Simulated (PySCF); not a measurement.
Species: C2H4OS2.
SMILES: `C[S@@](=O)C=S`

A linear-response calculation (PySCF, def2-SVPD basis, gas phase, vertical, core orbitals frozen in the response) gave these numbers; the functional is withheld.

Orbital energies (eV): HOMO-3 -9.71, HOMO-2 -8.88, HOMO-1 -7.64, HOMO -6.99, LUMO -3.30, LUMO+1 0.26, LUMO+2 0.49.

| state | E (eV) | f | main configurations (H = HOMO, L = LUMO) |
| --- | --- | --- | --- |
| S1 | 2.18 | 0.0035 | H→L (83%), H-1→L (16%) |
| S2 | 3.15 | 0.039 | H-1→L (80%), H→L (16%) |
| S3 | 4.22 | 0.0033 | H-2→L (97%) |
| S4 | 5.76 | 0.032 | H→L+1 (61%), H-3→L (30%) |
| S5 | 5.83 | 0.065 | H-3→L (54%), H→L+1 (24%) |
| S6 | 6.19 | 0.043 | H→L+2 (71%), H→L+3 (8%) |

Triplets (Tamm–Dancoff): T1 1.66 eV, H→L (86%), H-1→L (12%); T2 2.50 eV, H-1→L (79%), H→L (11%); T3 3.48 eV, H-3→L (74%), H-2→L (15%); T4 4.00 eV, H-2→L (80%), H-3→L (11%).

Vertical ionisation energy by ΔSCF with the same functional: 8.95 eV. Mean static polarisability: 73.9 au.

Question: Name the functional.
A. HF
B. PBE
C. PBE0
D. CAM-B3LYP

Answer: C. PBE0 is a global hybrid with 25% exact exchange. In this run −ε(HOMO) = 6.99 eV differs from the ΔSCF value by -1.96 eV, and S1 differs from the orbital gap of 3.70 eV by -1.52 eV. The ratio −ε(HOMO)/IP is 0.78. Small neutral molecules mostly give 0.7 to 0.83 with PBE0, 0.5 to 0.7 with PBE, 0.85 to 0.93 with CAM-B3LYP; Hartree–Fock can't fall below 1, since the ion's relaxation only lowers the ΔSCF value.

Level of theory: TDDFT PBE0/def2-SVPD, vertical, gas phase, core orbitals frozen in the response (PySCF 2.14.0, density-fitted response routines). Geometry: PBE0-D3(BJ)/def2-SVP, one conformer, isolated molecule.

The run took 69 s on Arm Neoverse V1, one thread, no GPU (shared host).

Conformer computed: `[CH3:1][S@@:2](=[O:3])[CH:4]=[S:5]`: C1–S2–C4–S5 51°.
